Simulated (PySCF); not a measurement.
Partial charges of `C#COCC`

Compound: C4H6O.
Cartesian coordinates in Å at the PBE0-D3(BJ)/def2-TZVP level; atoms count from 1:
```xyz
11
C4H6O angstrom
C      1.105   -0.782    2.145
C      1.147   -0.198    1.097
O      1.221    0.442   -0.021
C      0.243    0.053   -1.014
C     -1.147    0.481   -0.625
H      1.082   -1.292    3.076
H      0.311   -1.029   -1.150
H      0.582    0.547   -1.924
H     -1.448    0.008    0.312
H     -1.854    0.181   -1.402
H     -1.202    1.564   -0.506
```

Density: PBE0/pcSseg-2 (PySCF); schemes: Mulliken, IAO, Hirshfeld and ESP-fitted. One conformer (not necessarily the lowest) at the PBE0-D3(BJ)/def2-TZVP geometry, without solvent, vibrations or thermal averaging.

**Question.** Tabulate the Mulliken, IAO, Hirshfeld and ESP-fitted charges.

**Answer.** In e; atoms taken as equivalent share a row and are averaged (×n: the atom named and its like, n in all):

```
      atom                 environment  Mulliken     IAO  Hirshfeld  ESP-fitted
        C1      terminal alkyne carbon    -0.207  -0.362     -0.174      -0.702
        C2               alkyne carbon    +0.206  +0.165     +0.024      +0.370
        O3                ether oxygen    -0.345  -0.295     -0.088      -0.304
        C4  sp3 carbon bound to oxygen    +0.155  -0.046     +0.016      +0.214
        C5               methyl carbon    -0.057  -0.449     -0.127      -0.362
        H6             alkyne hydrogen    +0.047  +0.203     +0.083      +0.351
     H7/H8          methylene hydrogen    +0.040  +0.155     +0.055      +0.048
H9/H10/H11             methyl hydrogen    +0.040  +0.158     +0.051      +0.112
```

Mean size of the charges over all atoms: ESP-fitted 0.249 e, IAO 0.210 e, Mulliken 0.111 e, Hirshfeld 0.071 e. Each set sums to the total charge, 0, to within 0.001 e. The ESP scheme is a least-squares fit of atom-centred charges to the potential on four shells outside the van der Waals surface, with the total charge fixed. The Hirshfeld scheme divides the density at each point in proportion to the densities of the neutral, spherically averaged free atoms.

Lowest charge. The schemes don't all agree: Mulliken O3 (-0.345); IAO C5 (-0.449); Hirshfeld C1 (-0.174); ESP-fitted C1 (-0.702).

Highest charge. The schemes don't all agree: Mulliken C2 (+0.206); IAO H6 (+0.203); Hirshfeld H6 (+0.083); ESP-fitted C2 (+0.370).

**Question.** Sum the charges by element, for elements with more than one atom.

**Answer.** 
```json
{"element": "C", "atoms": "4", "Mulliken": "+0.097", "IAO": "-0.693", "Hirshfeld": "-0.261", "ESP-fitted": "-0.481"}
{"element": "H", "atoms": "6", "Mulliken": "+0.248", "IAO": "+0.988", "Hirshfeld": "+0.348", "ESP-fitted": "+0.785"}
```

**Question.** How many electrons does the ESP-fitted scheme count on C5?

**Answer.** Z − q = 6 − (-0.362) = 6.362.

**Question.** How closely do the schemes follow one another over all atoms?

**Answer.** Correlation coefficient and root-mean-square difference: IAO with Hirshfeld 0.96, 0.158 e; Hirshfeld with ESP-fitted 0.91, 0.238 e; IAO with ESP-fitted 0.86, 0.161 e; Mulliken with ESP-fitted 0.82, 0.209 e; Mulliken with Hirshfeld 0.70, 0.107 e; Mulliken with IAO 0.70, 0.169 e.

These values come from a run that also computed NMR shieldings. The run took 27 s wall on one thread of an Intel Xeon Platinum 8488C, shared host, and the process peaked at 0.92 GiB of memory.
